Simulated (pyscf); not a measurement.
## Routes from silicon monoxide (O=Si:) [singlet] + ammonia (NH₃)

Candidate steps break at most two bonds and form at most two. Each was searched with GFN2-xTB (tblite) first. PySCF, gas phase, ωB97X-D3(BJ)/def2-SVP geometries. Correlated levels are frozen-core, on RHF or UHF. ΔMP2 is the change of the MP2 total energy from the triple- to the quadruple-zeta basis. Energies: CCSD(T)/def2-TZVPP + ΔMP2(QZVPP), eV, from the separated reactants, singlet surface; ΔG‡ with ideal gas, 1 atm, RRHO with modes under 100 cm⁻¹ raised to 100, one conformer, R ln 2 for chiral ones without a mode under 150 cm⁻¹.

| products | type | ΔE‡ | ΔE | ΔG‡ 298 K | ΔG‡ 900 K | ν‡ (cm⁻¹) |
|---|---|---|---|---|---|---|
| H₂N–Si:–OH [singlet] | addition across a multiple bond or ene-type step | 0.39 | -1.20 | 0.73 | 1.57 | 1523i |
| H₂N–SiH=O | insertion | 1.99 | -1.01 | 2.26 | 3.02 | 1645i |

Row 1: On the reactant side the descent ends in a bound adduct, 0.50 eV under the separated species and 0.71 eV under the saddle at ωB97X-D3(BJ)/def2-TZVP. Row 2: On the reactant side the descent ends in a bound adduct (not fully relaxed), 0.50 eV under the separated species and 2.39 eV under the saddle at ωB97X-D3(BJ)/def2-TZVP. 

Plain bond fissions and candidates not yet searched are not listed, and one of them may be faster. Each barrier is that of the saddle found; lower ones may exist. The CCSD(T) − MP2 part came from Ansatz, without density fitting, on the same reference.
